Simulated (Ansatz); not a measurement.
Stepwise reaction of `FBF` with ammonia, as a gas-phase model of exchange steps in deposition or etching. ΔE in kJ/mol; ΔG adds harmonic PBE0-D4 terms to CCSD(T)/CBS, at 1 bar.

Isolated molecules relaxed with PBE0-D4/def2-TZVP in Ansatz; ΔE leaves out vibrations. CCSD(T)/CBS adds triple-zeta CCSD(T) − MP2 to the extrapolated MP2 energy (def2 sets, frozen cores). This one scheme is used for every species. Functionals use def2-TZVPP. B3LYP here is the variant with VWN-RPA as its local correlation; programs differ in this. One conformer a species, not always the lowest.

| step | reaction | PBE-D4 | B3LYP-D4 | ωB97M-V | CCSD(T)/CBS | ΔG(500 K) |
| --- | --- | --- | --- | --- | --- | --- |
| 1 | `FBF` + NH₃ → `NBF` + H–F | 23.3 | 27.7 | 28.1 | 25.6 | 27.3 |
| 2 | `NBF` + NH₃ → `NBN` + H–F | 43.1 | 48.1 | 47.7 | 43.3 | 47.8 |

By hand: ΔE of the 2 steps together at CCSD(T)/CBS.

(25.6) + (43.3) = 68.9 kJ/mol, or 34.5 kJ/mol a step.

In ΔE each step is higher than the one before. All are uphill at CCSD(T)/CBS. ΔG lies between 27.3 and 47.8 kJ/mol a step. PBE-D4 differs from CCSD(T)/CBS by -2.3 to -0.2 kJ/mol a step. Isolated molecules leave out the surface, adducts and barriers. Largest T1 diagnostic: 0.013.
